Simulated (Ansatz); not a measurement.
`CC(C)(C)OC=O` and `CC(C)(C)CS` differ in one atom or group.

Ansatz, PBE0-D4/def2-TZVP geometries, multiplicity 1. Each molecule was computed in one conformer, which needn't be the lowest.

| property | `CC(C)(C)OC=O` |
| --- | --- |
| LUMO energy (PBE/def2-TZVPP) / eV | -0.95 |
| LUMO energy (ωB97M-V/def2-TZVPP) / eV | 2.50 |
| HOMO–LUMO gap (B3LYP/def2-TZVPP) / eV | 7.63 |
| HOMO–LUMO gap (PBE0/def2-TZVPP) / eV | 8.18 |
| size of the dipole moment (PBE/def2-TZVPP) / D | 2.15 |
| vertical ionisation energy (CCSD(T)/CBS(def2)) / eV | 10.64 |

(1) What does the change do to each property? (Best estimate.)

Results:

(1) Computed: 
| property | `CC(C)(C)CS` | shift |
| --- | --- | --- |
| LUMO energy (PBE/def2-TZVPP) / eV | -0.39 | 0.56 |
| LUMO energy (ωB97M-V/def2-TZVPP) / eV | 2.11 | -0.39 |
| HOMO–LUMO gap (B3LYP/def2-TZVPP) / eV | 6.72 | -0.91 |
| HOMO–LUMO gap (PBE0/def2-TZVPP) / eV | 7.25 | -0.93 |
| size of the dipole moment (PBE/def2-TZVPP) / D | 1.54 | -0.61 |
| vertical ionisation energy (CCSD(T)/CBS(def2)) / eV | 9.20 | -1.44 |

With PBE0 the HOMO rises by 1.21 eV and the LUMO rises by 0.30 eV, so the gap narrows by about 0.91 eV. PBE moves the HOMO by 0.80 eV and ωB97M-V by 1.40 eV. Dipoles are sizes alone; their direction can turn.

B3LYP here is the variant with VWN-RPA as its local correlation; programs differ in this.
